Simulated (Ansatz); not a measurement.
# H3LiMgSi (SMILES [Li][SiH2][MgH]): one structure at several levels

The atoms stand at a structure displaced at random from a GFN2-xTB minimum. How far do the functionals agree with CCSD(T) there?

The runs use Ansatz 0.2.0, Gaussian basis; single points in def2-TZVPP.

Correlated methods freeze the cores. The outer core shell of Li, Na, Mg and K is correlated. B3LYP uses VWN-RPA correlation.

### 1 Where the work starts

6 atoms, charge 0, spin multiplicity 1.

Atoms are counted from 1 here; the program's logs count them from 0.

Bond lengths: Li1–Si2 2.375 Å, Si2–Mg3 2.482 Å, Si2–H4 1.548 Å, Si2–H5 1.406 Å, Mg3–H6 1.903 Å. Angles: Li1–Si2–Mg3 170.5°, Li1–Si2–H4 93.3°, Li1–Si2–H5 98.3°, Mg3–Si2–H4 90.3°, Mg3–Si2–H5 90.3°, H4–Si2–H5 92.5°, Si2–Mg3–H6 152.8°.

Coordinates:

```mol
H3LiMgSi
  3D, bonds by distance, orders not assigned

  6  5  0  0  0  0  0  0  0  0999 V2000
   -2.9867   -0.7303   -0.6934 Li  0  0
   -0.8282   -0.0912    0.0622 Si  0  0
    1.2989    0.4512    1.2205 Mg  0  0
   -0.1188   -1.2122   -0.7351 H   0  0
   -0.5453    0.8721   -0.9228 H   0  0
    3.1802    0.7374    1.2607 H   0  0
  1  2  8  0
  2  3  8  0
  2  4  8  0
  2  5  8  0
  3  6  8  0
M  END
```

### 2 CCSD(T)/def2-TZVPP

File run/in.yaml:

```yaml
crystal:
  periodic: [false, false, false]
  atoms:
    - {symbol: Li, position_ang: [-2.986700, -0.730300, -0.693400]}
    - {symbol: Si, position_ang: [-0.828200, -0.091200, 0.062200]}
    - {symbol: Mg, position_ang: [1.298900, 0.451200, 1.220500]}
    - {symbol: H, position_ang: [-0.118800, -1.212200, -0.735100]}
    - {symbol: H, position_ang: [-0.545300, 0.872100, -0.922800]}
    - {symbol: H, position_ang: [3.180200, 0.737400, 1.260700]}
basis:
  gaussian: {orbitals: def2-TZVPP}
correlation: {method: ccsd_t}
output: {forces: true}
```

The command line of these runs was not kept.

### 3 PBE0-D4/def2-TZVPP

run/in.yaml: that of step 2 with these lines changed.

```diff
@@ -11,3 +11,3 @@
   gaussian: {orbitals: def2-TZVPP}
-correlation: {method: ccsd_t}
-output: {forces: true}
+hamiltonian: {xc: pbe0, dispersion: d4}
+output: {forces: true, orbitals: {seedname: orbitals}}
```

### 4 wB97M-V/def2-TZVPP

run/in.yaml: that of step 3 with these lines changed.

```diff
@@ -11,3 +11,3 @@
   gaussian: {orbitals: def2-TZVPP}
-hamiltonian: {xc: pbe0, dispersion: d4}
-output: {forces: true, orbitals: {seedname: orbitals}}
+hamiltonian: {xc: {name: wB97M-V}}
+output: {forces: true}
```

### 5 r2SCAN-D4/def2-TZVPP

run/in.yaml: that of step 4 with these lines changed.

```diff
@@ -11,3 +11,3 @@
   gaussian: {orbitals: def2-TZVPP}
-hamiltonian: {xc: {name: wB97M-V}}
+hamiltonian: {xc: r2scan, dispersion: d4}
 output: {forces: true}
```

### 6 PBE-D4/def2-TZVPP

run/in.yaml: that of step 5 with these lines changed.

```diff
@@ -11,3 +11,3 @@
   gaussian: {orbitals: def2-TZVPP}
-hamiltonian: {xc: r2scan, dispersion: d4}
+hamiltonian: {xc: pbe, dispersion: d4}
 output: {forces: true}
```

### 7 B3LYP-D4/def2-TZVPP

run/in.yaml: that of step 6 with these lines changed.

```diff
@@ -11,3 +11,3 @@
   gaussian: {orbitals: def2-TZVPP}
-hamiltonian: {xc: pbe, dispersion: d4}
+hamiltonian: {xc: {name: B3LYP}, dispersion: d4}
 output: {forces: true}
```

### 8 LC-wPBE/def2-TZVPP

run/in.yaml: that of step 7 with these lines changed.

```diff
@@ -11,3 +11,3 @@
   gaussian: {orbitals: def2-TZVPP}
-hamiltonian: {xc: {name: B3LYP}, dispersion: d4}
+hamiltonian: {xc: {name: LC-wPBE}}
 output: {forces: true}
```

(Steps that only read results are left out.)

Before running it: what results should come out? Wanted: energy less free atoms, CCSD(T)/def2-TZVPP; RMS force component; RMS force error; HOMO and LUMO, PBE0-D4; T1 diagnostic.

The runs gave:

| quantity | value |
| --- | --- |
| energy less free atoms, CCSD(T)/def2-TZVPP | -1090.2 kJ/mol |
| RMS force component | 0.851 to 0.898 eV/Å over the methods |
| RMS force error | PBE0-D4 0.040, wB97M-V 0.048, r2SCAN-D4 0.035, PBE-D4 0.101, B3LYP-D4 0.033, LC-wPBE 0.054 eV/Å |
| HOMO and LUMO, PBE0-D4 | -5.21 and -1.44 eV |
| T1 diagnostic | 0.012 |

What this shows: Against CCSD(T) the functionals' energies less atoms differ by -49.5 to -16.4 kJ/mol, PBE-D4 by -21.9 kJ/mol. CCSD(T) in triple zeta still lacks some correlation energy of the bonds, so part of these gaps is its own basis error and they don't rank the functionals. For forces B3LYP-D4 does best and PBE-D4 worst. Frozen-core CCSD(T) forces in triple zeta carry basis errors of their own, and this is one geometry, so small gaps rank nothing.
